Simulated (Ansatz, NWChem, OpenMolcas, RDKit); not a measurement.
**BPH6 (SMILES [BH3-][PH3+]): the HOMO–LUMO gap, rung by rung**

BPH6 has 8 atoms, charge 0, and is taken as a singlet. SMILES: `[BH3-][PH3+]`. The coordinates come from a PBE0-D4/def2-TZVP relaxation.

Each level gives the HOMO–LUMO gap (eV). The values are calculated.

```json
{"level": "extended Hückel", "kind": "semi-empirical", "program": "RDKit", "value (eV)": "16.95", "CPU time": "under 2 s"}
{"level": "HF/def2-SVPD", "kind": "Hartree–Fock", "program": "NWChem", "value (eV)": "14.03", "CPU time": "11 s"}
{"level": "SVWN5/def2-SVPD", "kind": "LDA", "program": "Ansatz", "value (eV)": "6.57", "CPU time": "3.9 s"}
{"level": "revPBE/def2-SVPD", "kind": "GGA", "program": "Ansatz", "value (eV)": "6.66", "CPU time": "6.2 s"}
{"level": "r2SCAN/def2-SVPD", "kind": "meta-GGA", "program": "NWChem", "value (eV)": "7.53", "CPU time": "28 s"}
{"level": "B3LYP/def2-SVPD", "kind": "global hybrid", "program": "OpenMolcas", "value (eV)": "8.19", "CPU time": "31 s"}
{"level": "CAM-B3LYP/def2-SVPD", "kind": "range-separated hybrid", "program": "Ansatz", "value (eV)": "10.78", "CPU time": "6.8 s"}
{"level": "PBE-QIDH/def2-SVPD", "kind": "double hybrid", "program": "Ansatz", "value (eV)": "12.07", "CPU time": "9.2 s"}
```

The values span 6.57 to 16.95 eV. Orbital gaps aren't excitation energies, and those of double hybrids come from the SCF part alone; they tend to grow with the share of exact exchange. CPU times are rough (shared hosts, several kinds of processor): they show what a rung costs within a factor of a few.
